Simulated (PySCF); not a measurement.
# Two-dimensional NMR puzzle

Compound of formula C3H3N. Correlations simulated from computed shifts and couplings:

HSQC (one-bond C–H):
```csv
δH,δC,"1J(C,H) (Hz)"
6.43,145.6,172
6.22,145.6,172
5.82,116.7,179
```

COSY cross peaks (|J| ≥ 2 Hz):
```csv
δH,δH,abs. J (Hz),bonds
6.43,6.22,2.3,2
6.43,5.82,20.0,3
6.22,5.82,14.1,3
```

HMBC (two and three bonds, |J| ≥ 2.5 Hz):
```csv
δH,δC [abs. J in Hz]
6.43,"122.7 [10.4], 116.7 [3.4]"
6.22,122.7 [17.6]
5.82,"145.6 [3.2], 122.7 [3.6]"
```

Carbons without hydrogens: δ 122.7.

How the numbers were obtained: B3LYP/pcJ-2 coupling constants, shielding tensors at B97-2/pcSseg-2 (GIAO), geometry: PBE0-D3(BJ)/def2-TZVP, in PySCF 2.14.0 with density-fitted response routines (a single conformation, in vacuum, relativity neglected).

δ = σ(ref) − σ, references computed at the same level: 1H and 13C vs TMS.

Exchangeable hydrogens are left out of these lists, and C,H couplings along chains are those of one rotamer, so weak HMBC peaks may be missing or extra.

**Question.** Which molecule is this?

**Answer.** `C=CC#N`.

Atom-mapped SMILES (the numbers label the heavy atoms): `[CH2:1]=[CH:2][C:3]#[N:4]`; H(Xn) means a hydrogen on atom n. Ha(C1) is cis to C3; Hb(C1) is trans to C3.

1. δC 145.6 is C1, a terminal =CH2 carbon (δH 6.43, 6.22).
2. δC 122.7 is C3, a nitrile carbon.
3. δC 116.7 is C2, an alkene CH (δH 5.82).
4. HMBC from δH 6.43 reaches the proton-free carbon C3.
5. HMBC from δH 6.22 reaches the proton-free carbon C3.
6. HMBC from δH 5.82 reaches the proton-free carbon C3.
7. COSY links 6.43–6.22, 6.43–5.82, 6.22–5.82.

Shifts are as computed. Against solution values, carbons near 30 ppm lie about +3 ppm off and those near 130 ppm about +7 ppm. Of 1211 compounds with measured shifts, 218 miss one by over three times the rms of a fit or turn the order of signals round; such compounds aren't used in these exercises.
